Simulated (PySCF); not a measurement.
**Unknown compound**

Molecular formula: C6H6. Simulated spectra:

1H NMR (600 MHz, computed): δ 1.86 (s, 6H).

13C{1H} NMR (computed): δ 78.0 (C), 73.6 (C), 3.5 (CH3).

Theory: geometry: PBE0-D3(BJ)/def2-SVP, σ from GIAO-CAM-B3LYP/pcSseg-2, B3LYP/pcJ-1 coupling constants (without the spin–dipole term), in PySCF (one averaged value for each set of equivalent atoms, no relativistic terms, single conformer, no solvent model).

References, each an isolated molecule treated in the same way: 1H (σref 31.34) and 13C (σref 182.55) against TMS.

Task: What is the structure?

Result: 
1. The formula gives 4 degrees of unsaturation (no ring in the answer).
2. 3 carbon signals for 6 carbons: some carbons are equivalent by symmetry or fast rotation.
3. Carbon types of the structure: 4 × C, 2 × CH3, which accounts for all hydrogens.
4. δC 78.0, 73.6: alkyne carbon; the triple bond shields along its axis, which puts it between sp3 and sp2 carbons.
5. δC 3.5: propargylic methyl carbon; saturated and bonded to C and H only.
6. δH 1.86: hydrogen on a propargylic methyl carbon.

These data were computed for 2,4-Hexadiyne (SMILES CC#CC#CC).

The data come from this structure; uniqueness wasn't tested.

Shifts are as computed, not scaled to solution data. Of 1211 compounds with measured shifts, 218 miss one by over three times the rms of a fit or turn the order of signals round; such compounds aren't used in these exercises.
